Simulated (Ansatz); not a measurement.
**PH4+ (triplet): the correlation ladder, 6-31G**

Aim: climb from Hartree-Fock through coupled cluster and multireference methods for PH4+ (triplet) at one geometry and basis, and see what each rung misses.

Method: 6-31G, core rule «outside noble gas», up to 5 orbitals frozen; program: Ansatz 0.2.0, Gaussian basis.

Plan: UHF; CCSD(T) on ROHF; CCSD(T) on UHF; BCCD(T) on ROHF; CISD; CCSDT(Q) on ROHF; CCSDT(Q) on UHF; CISDTQ; CCSDTQ on ROHF; CCSDTQ on UHF; CASSCF and MRCISD+Q, 8 electrons in 8 orbitals; CASSCF and NEVPT2, 8 electrons in 8 orbitals; Full CI.

14 further runs of the same task are left out: 1 for a known fault of the program, 5 that didn't finish, 8 set aside as unsound or not needed.

**1. The system**

The geometry is a PBE0/def2-TZVP stationary point (not a proven minimum) of the parent state, kept for this charge and spin.

5 atoms, charge 1, spin multiplicity 3.

Atoms are counted from 1 here; the program's logs count them from 0.

Bond lengths: P1–H2 1.401 Å, P1–H3 1.401 Å, P1–H4 1.401 Å, P1–H5 1.401 Å. Angles: H2–P1–H3 109.5°, H2–P1–H4 109.5°, H2–P1–H5 109.5°, H3–P1–H4 109.5°, H3–P1–H5 109.5°, H4–P1–H5 109.5°.

**2. UHF**

Contents of in.yaml:

```yaml
crystal:
  periodic: [false, false, false]
  atoms:
    - {symbol: P, position_ang: [0.000000, 0.000000, 0.000000]}
    - {symbol: H, position_ang: [0.807173, 0.810283, 0.808501]}
    - {symbol: H, position_ang: [-0.810979, -0.806178, 0.808796]}
    - {symbol: H, position_ang: [-0.806323, 0.807018, -0.812604]}
    - {symbol: H, position_ang: [0.810129, -0.811123, -0.804693]}
basis:
  gaussian: {orbitals: 6-31G}
total_charge: 1
magnetization: {spin_polarized: true, initial_magnetization: 2}
hamiltonian: {xc: hf}
output: {orbitals: {seedname: orbitals}}
```

Started as:

```sh
ansatz run in.yaml --threads 1 --pin off --events-out ev --progress --plain --max-ram 2393MiB
```

The runs that follow: CCSD(T) on ROHF; CCSD(T) on UHF; BCCD(T) on ROHF; CISD; CCSDT(Q) on ROHF; CCSDT(Q) on UHF; CISDTQ; CCSDTQ on ROHF; CCSDTQ on UHF; CASSCF and MRCISD+Q, 8 electrons in 8 orbitals; CASSCF and NEVPT2, 8 electrons in 8 orbitals; Full CI.

Before running them: what should the planned runs give, taken together? Wanted: FCI below the RHF energy; RMP2 from FCI; UMP2 from FCI; T1 diagnostic; effectively unpaired electrons.

As calculated:

| quantity | value |
| --- | --- |
| FCI below the RHF energy | -2.4984 eV |
| RMP2 from FCI | +946.8 meV |
| UMP2 from FCI | +941.3 meV |
| levels within 1 kcal/mol (43 meV) | CISDTQ |
| T1 diagnostic | 0.036 |
| effectively unpaired electrons | 1.97 |

**Reading.** One determinant dominates. These misses are within one basis, not against nature; the frozen cores of restricted and unrestricted runs differ, which can shift their rows.
